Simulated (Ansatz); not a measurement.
Born–Oppenheimer molecular dynamics of H₃OSSi (6 atoms, charge 0, multiplicity 2). It goes on from the last frame of an earlier run, with new velocities.

These are results of Ansatz 0.2.0, UHF/def2-SVP, not measurements.

```yaml
ensemble: NVT, Nosé–Hoover chain
time_step: 0.5 fs
steps_asked: 150
set_temperature: 1000 K
thermostat: time constant 100 fs, chain length 3 (defaults)
seed: 812386
```

First frame:

```xyz
6
Properties=species:S:1:pos:R:3
Si -0.269 0.429 -0.311
O 0.891 -0.752 0.085
S 1.032 -1.861 1.281
H -1.592 0.029 0.215
H -0.374 0.529 -1.784
H 0.005 1.830 0.119
```

Question: How far do the bonds stretch over the last three quarters of this one trajectory? (Pairs bonded in most of those frames.)

Answer: 
```json
{"bond": "Si1–O2", "mean (Å)": "1.681", "spread (Å)": "0.045", "shortest": "1.60", "longest": "1.75"}
{"bond": "Si1–H4", "mean (Å)": "1.485", "spread (Å)": "0.021", "shortest": "1.45", "longest": "1.52"}
{"bond": "Si1–H5", "mean (Å)": "1.481", "spread (Å)": "0.049", "shortest": "1.41", "longest": "1.55"}
{"bond": "Si1–H6", "mean (Å)": "1.487", "spread (Å)": "0.044", "shortest": "1.41", "longest": "1.55"}
{"bond": "O2–S3", "mean (Å)": "1.627", "spread (Å)": "0.057", "shortest": "1.55", "longest": "1.72"}
```

Mean temperature of the second half: 680 K. The conserved energy stayed within 0.26 meV per atom of its start (net change 0.25 meV per atom), so the integration is sound. The mean temperature of the second half is 32 % below the set value. A run of 0.075 ps of so small a system gives no equilibrium averages.

Time of the run: 3.1 min on 1 thread of Arm Neoverse V1 (shared host), peak memory 0.13 GiB.
